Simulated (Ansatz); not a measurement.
in.yaml

```yaml
crystal:
  periodic: [false, false, false]
  atoms:
    - {symbol: Al, position_ang: [0.000000, 0.000000, 0.000000]}
    - {symbol: N, position_ang: [0.000000, 0.000000, 5.583000]}
basis:
  gaussian: {orbitals: 6-31G}
magnetization: {spin_polarized: true, initial_magnetization: 0}
hamiltonian: {xc: {name: revPBE}}
```

```sh
$ ansatz run in.yaml --threads 1 --pin off --events-out ev --progress --plain --max-ram 2393MiB
```

Output:

```
270 factors; integrals over basis functions are off by at most 1.7e-4 eV
mean field evaluation 1: about -8066.9026 eV, gradient 2.7e1 eV
mean field evaluation 2: about -7780.8620 eV, gradient 5.2e1 eV
mean field evaluation 4: about -7978.7988 eV, gradient 8.4e1 eV
mean field evaluation 8: about -8074.1258 eV, gradient 4.9e0 eV
mean field evaluation 16: about -8074.3280 eV, gradient 1.8e-2 eV
mean field evaluation 32: about -8076.8337 eV, gradient 2.0e-1 eV
mean field evaluation 64: about -7955.5031 eV, gradient 1.1e2 eV
mean field evaluation 96: about -8074.3271 eV, gradient 1.7e-1 eV
mean field evaluation 128: about -8075.8508 eV, gradient 1.4e0 eV
mean field evaluation 160: about -8076.8391 eV, gradient 4.2e-1 eV
mean field evaluation 192: about -8076.7484 eV, gradient 1.2e-4 eV
mean field evaluation 224: about -8076.8125 eV, gradient 1.6e0 eV
mean field evaluation 256: about -8076.8136 eV, gradient 8.6e-1 eV
mean field evaluation 288: about -8076.8718 eV, gradient 2.0e-1 eV
mean field evaluation 320: about -8075.6586 eV, gradient 2.0e0 eV
mean field evaluation 352: about -8074.8478 eV, gradient 3.2e0 eV
mean field evaluation 384: about -8076.8636 eV, gradient 1.3e-1 eV
mean field -8076.87333844 eV, -296.8196204864 hartree, gradient 4.5e-6 eV, S^2 1.854376; 23 other end points of the search recorded, 0 dependent functions left out
reference -8076.87337964 eV, -296.8196220004 hartree; 10, 10 occupied and 12, 12 virtual orbitals, 270 factors
Total energy: -8076.87337964 eV, -296.8196220004 hartree
```

Ran on 1 thread of AMD EPYC 7B13, shared host: 10 s wall, 0.17 GiB peak host memory.
